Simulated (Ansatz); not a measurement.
Cartesian coordinates in Å:
```
O -0.179 1.045 -0.217
C 0.746 -0.096 -0.602
Al -0.754 -0.700 0.479
H 0.273 1.685 0.340
H 1.728 0.070 -0.164
H 0.800 -0.103 -1.688
H -0.509 -0.729 2.048
H -2.106 -1.171 -0.196
```

The species carries charge 0 and has multiplicity 1. The bonds changed during the relaxation, so this is another structure than the one it started from.

Problem. List the CAM-B3LYP/def2-TZVPP orbital energies in eV (the Gaussian-basis code of Ansatz). (Best estimate.)

Solution. Computed: Occupied: -1525.72, -524.06, -279.59, -113.76, -74.48, -74.34, -74.30, -31.15, -20.74, -16.99, -14.62, -13.57, -12.01, -11.23, -9.45, -8.82. Lowest empty: 0.52, 1.32, 2.34, 3.09, 3.18, 3.66, 4.00, 4.39.
